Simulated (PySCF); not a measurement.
Species: C2H3P.
SMILES with atom numbers: `[CH3:1][C:2]#[P:3]` (hydrogens: H4, H5, H6 on C1)

A GFN2-xTB structure was refined with PySCF, PBE0-D3(BJ)/def2-TZVP geometry optimisation, gas phase. Its GFN2-xTB values:

| coordinate | GFN2-xTB |
| --- | --- |
| C1–C2 | 1.415 Å |
| C1–H4 | 1.080 Å |
| C1–H6 | 1.129 Å |
| C2≡P3 | 1.537 Å |
| C1–C2–P3 | 179.2° |
| C2–C1–H4 | 110.0° |
| H4–C1–H5 | 109.7° |

Problem. How do these coordinates change at the PBE0-D3(BJ)/def2-TZVP level?

Solution. 
| coordinate | PBE0-D3(BJ)/def2-TZVP (Å or °) | change |
| --- | --- | --- |
| C1–H6 | 1.094 | -0.035 |
| C1–C2 | 1.450 | +0.035 |
| C1–H4 | 1.094 | +0.014 |
| C2≡P3 | 1.538 | +0.001 |
| H4–C1–H5 | 108.0 | -1.7 |
| C2–C1–H4 | 110.9 | +0.9 |
| C1–C2–P3 | 179.7 | +0.5 |

The energy falls by 4.9 kJ/mol over 6 energy and gradient evaluations, the largest force component goes from 0.0289 to 2.4e-04 Eh/bohr, and the atoms move by 0.023 Å rms after alignment. Among the bonds, C1–C2 and C1–H6 change most and about equally (-0.035 to +0.035 Å). Bonds longer at the end by more than 0.005 Å: 3 of 5; shorter: 1. Rotational constants go from 159331, 5173, 5171 to 160033, 5064, 5064 MHz.

The run used 117 basis functions and 46 SCF cycles in all. On one thread, Arm Neoverse N1 (aarch64), shared host with 64 logical CPUs at a one-minute load of 51, this took 32 s of wall time and 0.47 GiB of memory at its peak.

Stationary, but not proved a minimum.
